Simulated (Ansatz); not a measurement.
GeH2⁻, doublet: reading a ladder of total energies

Geometry: a PBE0/def2-TZVPD stationary point for this spin, not checked as a minimum.

```yaml
atoms:
  - { symbol: Ge, position_ang: [0.0000, -0.0307, 0.0000] }
  - { symbol: H, position_ang: [0.0000, 1.1080, -1.1584] }
  - { symbol: H, position_ang: [0.0000, 1.1080, 1.1584] }
```

Basis aug-cc-pVTZ; Ansatz 0.2.0. Correlated methods freeze the noble-gas cores and the filled d shells of p-block atoms, which leaves 7 electrons in 91 orbitals. Prefix R: restricted or restricted open-shell reference; prefix U: unrestricted. No spin–orbit coupling is included, and no scalar relativity.

Full CI isn't at hand for all of this; UCCSDT(Q) serves as the reference, and is uncertain by about the last step of the cluster series.

Runs differ by some tens of microhartree through their thresholds and, for an open shell, their frozen cores, so steps under 0.03 kcal/mol mean nothing.

| level | total energy (hartree) |
| --- | --- |
| UHF | -2076.538670 |
| UMP2 | -2076.659570 |
| UCCSD | -2076.683306 |
| UCCSD(T) | -2076.688671 |
| UCCSDT | -2076.689616 |
| UCCSDT(Q) | -2076.689836 |

**Question.** What is the correlation energy at UCCSDT(Q), and what share of it do UMP2 and UCCSDT recover?

**Answer.** E(corr) = -2076.689836 − (-2076.538670) = -0.151166 hartree = -4.113 eV. UMP2: -0.120900 / -0.151166 = 79.98 %. UCCSDT: -0.150946 / -0.151166 = 99.85 %.

**Question.** By how many kcal/mol does UCCSD(T) miss UCCSDT(Q) (1 hartree = 627.509 kcal/mol), and which steps make up the rest?

**Answer.** -2076.688671 − (-2076.689836) = 0.001165 hartree = 0.73 kcal/mol. Steps: UCCSDT − UCCSD(T) = -0.59, UCCSDT(Q) − UCCSDT = -0.14 kcal/mol. That is within 1 kcal/mol of the reference in this basis, which itself misses far more of the correlation at the basis-set limit.
